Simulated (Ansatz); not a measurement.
# SiS, singlet: vertical spin and charge gaps

Geometry (PBE0/def2-TZVP stationary point for this spin):

```xyz
2

Si    0.0000    0.0000    0.0000
S     0.0000    0.0000    1.9300
```

Basis cc-pVDZ; Ansatz 0.2.0. Only valence electrons are correlated (noble-gas cores frozen). Prefix R: restricted or restricted open-shell reference; prefix U: unrestricted. Active spaces: valence = (10e, 8o) chosen from the atoms' valence shells.

Gaps are energies of the second state less the first, at fixed atoms, for a selection of the levels run; each method lands on the state that its own search finds for that charge and spin.

Coupled cluster chose its determinant by trial CCSD, here up to 0.52 eV above the lowest Hartree–Fock solution of its kind, and MP2 stands on that determinant too.

Question: PBE gives 3.283 eV for triplet less singlet. Estimate what UCCSDT(Q) gives in cc-pVDZ.

Answer: UCCSDT(Q) in cc-pVDZ gives 3.469 eV, so against it PBE is off by -0.186 eV, of which a good part can be the reference's own basis and frozen-core error.

```
    level  gap (eV)  error (meV)
     RMP2     3.456          -13
     UMP2     3.450          -19
    UCCSD     3.445          -24
 UCCSD(T)     3.476            7
  BCCD(T)     3.480           11
   RCCSDT     3.467           -2
   UCCSDT     3.467           -2
RCCSDT(Q)     3.475            6
     PBE0     3.264         -205
  RPA-PBE     3.391          -78
```

Removing an electron, to the doublet: 10.136 eV at UCCSDT(Q).

```tsv
level	gap (eV)	error (meV)
UMP2	10.189	53
RCCSD	10.221	85
RCCSDT	10.147	11
UCCSDT	10.144	8
CASSCF (valence space)	9.369	-767
NEVPT2 (valence space)	9.915	-221
PBE	10.289	153
PBE0	10.432	296
B3LYP	10.427	291
RPA-PBE	10.206	70
```

In so small a basis the reference is far from its limit while semilocal and hybrid functionals are nearer theirs (RPA and double hybrids share much of the reference's basis error), so the functionals' errors here hold much of the reference's basis and frozen-core error, which can add to them or hide them.

Full CI isn't at hand for all of this; UCCSDT(Q) serves as the reference, and is uncertain by about the last step of the cluster series. The frozen core follows each run's orbitals, which can shift R against U totals by a few meV.
